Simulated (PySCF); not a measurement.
Compound: C2HClN3 (charge -1).
SMILES with atom numbers: `[Cl:1][c:2]1[cH:3][n:4][n:5][n-:6]1` (hydrogens: H7 on C3)

The closed-shell ground state was solved at several levels (PySCF, density fitting, gas phase, non-relativistic). Geometry: PBE0-D3(BJ)/def2-SVP; no solvent, vibrations or thermal averaging. No diffuse functions stand in pcSseg-1 and pcSseg-2, which bears on an anion's orbital energies.

```tsv
level	basis functions	total energy (Eh)	HOMO (eV)	LUMO (eV)	gap (eV)
wB97X-D/def2-SVPD	135	-700.8823	-3.77	5.75	9.52
PBE0/pcSseg-1	114	-700.8066	-1.73	5.94	7.67
```

Q: Estimate the row for B97-2/pcSseg-2, a basis of 237 functions; the other rows only guide the guess.

A: Total energy -701.3338 Eh, HOMO -1.60 eV, LUMO 4.98 eV, gap 6.58 eV.

Q: Over all these levels, which gives the widest orbital gap and which the narrowest?

A: wB97X-D/def2-SVPD (range-separated hybrid) has the widest, 9.52 eV, and B97-2/pcSseg-2 (global hybrid, 21 % exact exchange) the narrowest, 6.58 eV. Functional and basis both differ between the two, so the spread mixes both effects.

wB97X-D is run here without its empirical dispersion term; that term would change no orbital, density or response property at a fixed geometry.
